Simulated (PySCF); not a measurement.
The isolated species `C([C@H](C)F)=C` is ionised with synchrotron light (hν = 1250.0 eV). Calculated photoelectron kinetic energies of its computed core levels, recoil neglected:

```json
{"line": "1", "kinetic energy (eV)": "959.73"}
{"line": "2", "kinetic energy (eV)": "959.31"}
{"line": "3", "kinetic energy (eV)": "959.13"}
{"line": "4", "kinetic energy (eV)": "956.89"}
{"line": "5", "kinetic energy (eV)": "557.80"}
```

Method: PySCF 2.14.0, delta-SCF UKS SCAN, pcX-2 on the ionised atom, pcseg-1 elsewhere, spin-free X2C.

Task: Which element, shell and site does each line come from? Numbering: `[CH2:1]=[CH:2][C@H:3]([CH3:4])[F:5]`.

Result: Against the vacuum level, binding energy = hν − kinetic energy.

| line | binding energy (eV) | level | atoms | environment |
| --- | --- | --- | --- | --- |
| 1 | 290.27 | C 1s | C1 | terminal =CH2 carbon |
| 2 | 290.69 | C 1s | C2 | alkene CH carbon |
| 3 | 290.87 | C 1s | C4 | methyl carbon |
| 4 | 293.11 | C 1s | C3 | sp3 C–F carbon |
| 5 | 692.20 | F 1s | F5 | alkyl fluorine |

Task: Where does line 3 move with hν = 1486.6 eV?

Result: To 1486.6 − 290.87 = 1195.73 eV; every photoline shifts by the change in photon energy, +236.6 eV.

Lowest listed C 1s: C1, bonded to C (double bond) and 2 H. Highest, 2.84 eV above it: C3, bonded to F, 2 C and H.

Task: Express the binding energy of C 1s of C3 in atomic units and per mole.

Result: 293.11 eV = 10.7716 Eh = 28281 kJ/mol.

Other core shells, valence and Auger electrons aren't listed. One conformer (not necessarily the lowest) at the GFN2-xTB geometry, without solvent, vibrations or thermal averaging.

Hardware: Arm Neoverse V2, one thread (shared host). Cost: 23 s.

Conformer computed: `[CH2:1]=[CH:2][C@H:3]([CH3:4])[F:5]`: C1–C2–C3–C4 115°.
